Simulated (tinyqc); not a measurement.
Worked calculation: CCSD on RHF in the sto-3g basis, for LiH, spin multiplicity 1. One step of it, computed by the program tinyqc.

Problem. Iteration 1: building the Fock matrix. J_ij = sum D_kl (ij|kl), K_ij = sum D_kl (ik|jl); F = H + J - 0.5 K; E = tr D H + tr D J / 2 - 0.25 tr D K + E_nn.

D at the start, order 1Li 1s, 1Li 2s, 1Li 2px, 1Li 2py, 1Li 2pz, 2H 1s:
$$\begin{pmatrix}
2.044910 & -0.122890 & 0.000000 & 0.000000 & -0.071815 & -0.125382 \\
-0.122890 & 0.231892 & 0.000000 & 0.000000 & 0.236373 & 0.430444 \\
0.000000 & 0.000000 & 0.000000 & 0.000000 & 0.000000 & 0.000000 \\
0.000000 & 0.000000 & 0.000000 & 0.000000 & 0.000000 & 0.000000 \\
-0.071815 & 0.236373 & 0.000000 & 0.000000 & 0.242384 & 0.441536 \\
-0.125382 & 0.430444 & 0.000000 & 0.000000 & 0.441536 & 0.804333
\end{pmatrix}$$

core Hamiltonian H = T + V (hartree), order 1Li 1s, 1Li 2s, 1Li 2px, 1Li 2py, 1Li 2pz, 2H 1s:
$$\begin{pmatrix}
-4.715013 & -1.059071 & 0.000000 & 0.000000 & -0.014049 & -0.235901 \\
-1.059071 & -1.383583 & 0.000000 & 0.000000 & -0.115753 & -0.625294 \\
0.000000 & 0.000000 & -1.125497 & 0.000000 & 0.000000 & 0.000000 \\
0.000000 & 0.000000 & 0.000000 & -1.125497 & 0.000000 & 0.000000 \\
-0.014049 & -0.115753 & 0.000000 & 0.000000 & -1.218119 & -0.780456 \\
-0.235901 & -0.625294 & 0.000000 & 0.000000 & -0.780456 & -1.391892
\end{pmatrix}$$

Two-electron integrals (ij|kl) in chemists' order, unique and non-zero (hartree):
```
(11|11) 1.680395   (21|11) 0.265420   (21|21) 0.049941   (22|11) 0.397727
(22|21) 0.092860   (22|22) 0.290562   (31|31) 0.008981   (32|31) 0.013788
(32|32) 0.064184   (33|11) 0.396640   (33|21) 0.092880   (33|22) 0.290497
(33|33) 0.312946   (41|41) 0.008981   (42|41) 0.013788   (42|42) 0.064184
(43|43) 0.016869   (44|11) 0.396640   (44|21) 0.092880   (44|22) 0.290497
(44|33) 0.279207   (44|44) 0.312946   (51|51) 0.008981   (52|51) 0.013788
(52|52) 0.064184   (53|53) 0.016869   (54|54) 0.016869   (55|11) 0.396640
(55|21) 0.092880   (55|22) 0.290497   (55|33) 0.279207   (55|44) 0.279207
(55|55) 0.312946   (61|11) 0.055681   (61|21) 0.010535   (61|22) 0.019969
(61|33) 0.019736   (61|44) 0.019736   (61|51) 0.001252   (61|52) 0.002437
(61|55) 0.020445   (61|61) 0.002431   (62|11) 0.133570   (62|21) 0.031573
(62|22) 0.104793   (62|33) 0.099343   (62|44) 0.099343   (62|51) 0.005113
(62|52) 0.031292   (62|55) 0.115585   (62|61) 0.007966   (62|62) 0.063239
(63|31) 0.002497   (63|32) 0.011706   (63|53) 0.004785   (63|63) 0.004452
(64|41) 0.002497   (64|42) 0.011706   (64|54) 0.004785   (64|64) 0.004452
(65|11) 0.166313   (65|21) 0.039718   (65|22) 0.136731   (65|33) 0.127460
(65|44) 0.127460   (65|51) 0.007925   (65|52) 0.047941   (65|55) 0.155116
(65|61) 0.010409   (65|62) 0.090248   (65|65) 0.130532   (66|11) 0.308208
(66|21) 0.074099   (66|22) 0.270380   (66|33) 0.246687   (66|44) 0.246687
(66|51) 0.013532   (66|52) 0.101879   (66|55) 0.317490   (66|61) 0.019464
(66|62) 0.204455   (66|65) 0.302857   (66|66) 0.774606
```

nuclear repulsion = 0.92675519 hartree

Give: Coulomb J; exchange K; Fock matrix F; total energy of this density.

Solution.

Coulomb J (hartree), order 1Li 1s, 1Li 2s, 1Li 2px, 1Li 2py, 1Li 2pz, 2H 1s:
$$\begin{pmatrix}
4.055 & 0.694 & 0.000 & 0.000 & 0.027 & 0.153 \\
0.694 & 1.352 & 0.000 & 0.000 & 0.179 & 0.628 \\
0.000 & 0.000 & 1.315 & 0.000 & 0.000 & 0.000 \\
0.000 & 0.000 & 0.000 & 1.315 & 0.000 & 0.000 \\
0.027 & 0.179 & 0.000 & 0.000 & 1.418 & 0.855 \\
0.153 & 0.628 & 0.000 & 0.000 & 0.855 & 1.860
\end{pmatrix}$$

exchange K (hartree), order 1Li 1s, 1Li 2s, 1Li 2px, 1Li 2py, 1Li 2pz, 2H 1s:
$$\begin{pmatrix}
3.383 & 0.526 & 0.000 & 0.000 & 0.014 & 0.127 \\
0.526 & 0.323 & 0.000 & 0.000 & 0.288 & 0.470 \\
0.000 & 0.000 & 0.051 & 0.000 & 0.000 & 0.000 \\
0.000 & 0.000 & 0.000 & 0.051 & 0.000 & 0.000 \\
0.014 & 0.288 & 0.000 & 0.000 & 0.387 & 0.604 \\
0.127 & 0.470 & 0.000 & 0.000 & 0.604 & 1.152
\end{pmatrix}$$

Fock matrix F (hartree), order 1Li 1s, 1Li 2s, 1Li 2px, 1Li 2py, 1Li 2pz, 2H 1s:
$$\begin{pmatrix}
-2.351 & -0.629 & 0.000 & 0.000 & 0.006 & -0.146 \\
-0.629 & -0.193 & 0.000 & 0.000 & -0.081 & -0.232 \\
0.000 & 0.000 & 0.164 & 0.000 & 0.000 & 0.000 \\
0.000 & 0.000 & 0.000 & 0.164 & 0.000 & 0.000 \\
0.006 & -0.081 & 0.000 & 0.000 & 0.007 & -0.227 \\
-0.146 & -0.232 & 0.000 & 0.000 & -0.227 & -0.108
\end{pmatrix}$$

total energy of this density = -7.83592 hartree
